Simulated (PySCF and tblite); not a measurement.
Results of a calculation; reference values are marked as such.
CF3CH2NH2, C₂H₄F₃N, numbered as in [NH2:1][CH2:2][C:3]([F:4])([F:5])[F:6].

Level: PBE0-D3(BJ)/def2-TZVP//PBE0-D3(BJ)/def2-SVP, thermal terms from GFN2-xTB, symmetry numbers and mirror pairs counted. Conformers within 3 kcal/mol (GFN2-xTB free energy) were kept, 8 at most. Run with PySCF (density fitting) and tblite.

Torsions listed: H1–N1–C2–C3. Of a mirror pair one member is shown.

```tsv
conformer	shape	symmetry
1	169°	C1 (pair)
2	59°	Cs
```

Q: Which of these conformers is the most populated at 298.15 K, and with what share?

A: Conformer 2, about 94 %.

Q: Give the DFT energies and free energies relative to the lowest, and all weights.

A: 
| conformer | shape | E(DFT) kcal/mol | G(298.15 K) kcal/mol | weight % |
| --- | --- | --- | --- | --- |
| 1 | 169° | 2.15 | 1.60 | 6.3 |
| 2 | 59° | 0.00 | 0.00 | 93.7 |

Q: How does its share change from 180 K to 400 K?

A: From 99 % to 86 %; the mixing entropy goes from 0.09 to 1.00 cal/(mol K).
